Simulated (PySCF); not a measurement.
CH, SMILES [CH] (connectivity only; charge and spin as stated), charge +1, multiplicity 1.

Geometry optimised at B3LYP-D3(BJ)/def2-TZVPD.

Two levels are set side by side: PBE/def2-TZVPD (PySCF) and CAM-B3LYP/def2-TZVPD (PySCF). Same geometry, gas phase. Differences are taken from unrounded values.

| quantity | CAM-B3LYP |
|---|---|
| orbital gap (eV) | 8.28 |
| highest occupied level (eV) | -21.40 |
| lowest empty level (eV) | -13.11 |
| mean polarisability (bohr³) | 7.8 |

Problem. What does PBE give, and how far is it from CAM-B3LYP? (An estimate is asked for; the answer gives what the named calculation found.)

Solution. 
```
quantity                        PBE  PBE minus CAM-B3LYP
---------------------------  ------  -------------------
orbital gap (eV)               2.15                -6.13
highest occupied level (eV)  -18.27                 3.13
lowest empty level (eV)      -16.12                -3.01
mean polarisability (bohr³)     7.9                  0.0
```

Without exact exchange PBE keeps part of each electron's self-repulsion, which lifts occupied levels and narrows the gap. Differences between two approximate levels are no errors against the true value.
